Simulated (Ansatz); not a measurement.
Ansatz (a program for electronic structure) input (PBE0/def2-TZVPP):

Ansatz 0.2 input:
```yaml
crystal:
  periodic: [false, false, false]
  atoms:
    - {symbol: H, position_ang: [-0.00000000, -0.00000000, -0.37201156]}
    - {symbol: H, position_ang: [0.00000000, 0.00000000, 0.37201156]}
basis:
  gaussian:
    orbitals: def2-TZVPP
    final_grid: {core_spheres: 6, valence_spheres: 5, degree: 17}
hamiltonian:
  xc: {name: PBE0}
magnetization: {spin_polarized: false}
```

Output:

```
Functional definition: PBE0
integrals: 0.00 GiB planned
118 factors; their error is unknown
mean field: 0.04 GiB planned
mean field evaluation 1: about -31.7058 eV, gradient 5.4e0 eV
mean field evaluation 2: about -31.7950 eV, gradient 8.2e-1 eV
mean field evaluation 4: about -31.7967 eV, gradient 9.8e-2 eV
mean field evaluation 8: about -31.7967 eV, gradient 4.6e-5 eV
mean field -31.79668831 eV, -1.1685067428 hartree, gradient 4.6e-5 eV, S^2 0.000000; 0 other end points of the search recorded, 0 dependent functions left out
reference -31.79669411 eV, -1.1685069559 hartree; 1, 1 occupied and 27, 27 virtual orbitals, 118 factors
Total energy: -31.79669411 eV, -1.1685069559 hartree
```
